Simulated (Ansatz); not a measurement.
**AlNH₃ (quartet): the correlation ladder at distance Al1–H4 along a hydrogen transfer = 1.586 Å, cc-pVDZ**

An exercise on one series of results from a longer session: the logs are not shown, and one member is left open.

The runs use Ansatz 0.2.0, Gaussian basis; cc-pVDZ, core rule «outside noble gas», up to 6 orbitals frozen.

Plan: UHF; CCSD(T) on ROHF; CCSD(T) on UHF; BCCD(T) on ROHF; CISD; CCSDT(Q) on ROHF; CCSDT(Q) on UHF; CASSCF and MRCISD+Q, 5 electrons in 5 orbitals; CASSCF and NEVPT2, 5 electrons in 5 orbitals.

23 further runs of the same task are left out: 18 for a known fault of the program, 4 that didn't finish, 1 set aside as unsound or not needed.

**The system**

The geometry derives from fragments relaxed apart (PBE0/def2-TZVP) and kept rigid, so it is no stationary point. A hydrogen atom is moved between rigid fragments.

5 atoms, charge 0, spin multiplicity 4.

Atoms are counted from 1 here; the program's logs count them from 0.

Bond lengths: Al1–H2 1.586 Å, Al1–H3 1.586 Å, Al1–H4 1.586 Å. Angles: H2–Al1–H3 120.0°, H2–Al1–H4 120.0°, H3–Al1–H4 120.0°.

Set-up of the first run:

The input, in.yaml:

```yaml
crystal:
  periodic: [false, false, false]
  atoms:
    - {symbol: Al, position_ang: [-1.056898, 0.000000, 0.000000]}
    - {symbol: H, position_ang: [-1.849822, 1.373384, 0.000000]}
    - {symbol: H, position_ang: [-1.849822, -1.373384, 0.000000]}
    - {symbol: H, position_ang: [0.528950, 0.000000, 0.000000]}
    - {symbol: N, position_ang: [2.264102, 0.000000, 0.000000]}
basis:
  gaussian: {orbitals: cc-pVDZ}
magnetization: {spin_polarized: true, initial_magnetization: 3}
hamiltonian: {xc: hf}
output: {orbitals: {seedname: orbitals}}
```

Run with:

```sh
ansatz run in.yaml --threads 1 --pin off --events-out ev --progress --plain --max-ram 2393MiB
```

Steps of the session up to this table: UHF; CCSD(T) on ROHF; CCSD(T) on UHF; BCCD(T) on ROHF; CISD; CCSDT(Q) on ROHF; CCSDT(Q) on UHF; CASSCF and MRCISD+Q, 5 electrons in 5 orbitals; CASSCF and NEVPT2, 5 electrons in 5 orbitals.

One table of the session follows, with a row left open; its other results are not shown here.

```
       method  from UCCSDT(Q) (meV)
         ROHF               +5481.3
          UHF               +5373.2
         RMP2               +1210.4
         UMP2               +1191.3
         CISD                +417.9
        RCCSD                 +87.0
        UCCSD                     ?
     RCCSD(T)                 +22.2
     UCCSD(T)                 +20.5
      BCCD(T)                 +22.1
       RCCSDT                  +4.2
       UCCSDT                  +2.4
    RCCSDT(Q)                  +1.8
    UCCSDT(Q)                     0
  CASSCF pair               +5090.7
  NEVPT2 pair               +1191.2
  MRCISD pair                +375.7
MRCISD+Q pair                  +2.4
```

**Question.** Estimate the row for UCCSD.

**Answer.** from UCCSDT(Q) (meV): +84.9. In the column «from UCCSDT(Q) (meV)» it lies between RCCSD(T) (+22.2) and RCCSD (+87.0).

Caveats from the session: Restricted and unrestricted rows rest on different reference determinants; where their highest levels disagree by more than a few hundredths of an eV, they describe different states and don't form one ladder.
